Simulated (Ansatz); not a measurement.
## AsH, singlet: reading a ladder of total energies

Geometry: that of the AsH, triplet, kept fixed. The triplet lies 1.0 eV lower here.

```
atom   x (Å)   y (Å)   z (Å)
  As  0.0000  0.0000  0.0000
   H  0.0000  0.0000  1.5314
```

Basis cc-pVTZ; Ansatz 0.2.0. Only valence electrons are correlated (noble-gas cores and the filled d shells of p-block atoms frozen), which leaves 6 electrons in 43 orbitals. R marks a restricted (for open shells ROHF) determinant. No spin–orbit coupling is included, and no scalar relativity.

Full CI is exact within this basis and frozen core; it isn't the basis-set limit.

The determinant fills πx and πy unequally, so it is a mixture of Σ and Δ, which weighs on every level built on one determinant.

Runs differ by some tens of microhartree through their thresholds, so steps under 0.03 kcal/mol mean nothing.

```tsv
level	total energy (hartree)
RHF	-2234.737091
RMP2	-2234.848435
RCCSD	-2234.877311
RCCSD(T)	-2234.884416
RCCSDT*	-2234.891063
RCCSDT(Q)*	-2234.892018
RCCSDTQ*	-2234.891724
full CI	-2234.891718
```

Question: What is the correlation energy at full CI, and what share of it do RMP2 and RCCSD recover?

Answer: E(corr) = -2234.891718 − (-2234.737091) = -0.154627 hartree = -4.208 eV. RMP2: -0.111344 / -0.154627 = 72.01 %. RCCSD: -0.140220 / -0.154627 = 90.68 %.

Question: By how many kcal/mol does RCCSD(T) miss full CI (1 hartree = 627.509 kcal/mol), and which steps make up the rest?

Answer: -2234.884416 − (-2234.891718) = 0.007302 hartree = 4.58 kcal/mol. Steps: RCCSDT − RCCSD(T) = -4.17, RCCSDT(Q) − RCCSDT = -0.60, RCCSDTQ − RCCSDT(Q) = 0.18, full CI − RCCSDTQ = 0.00 kcal/mol. With more than one leading determinant such errors change with state and geometry, and needn't cancel in differences.

An asterisk marks runs whose energy the program itself flagged as in doubt.
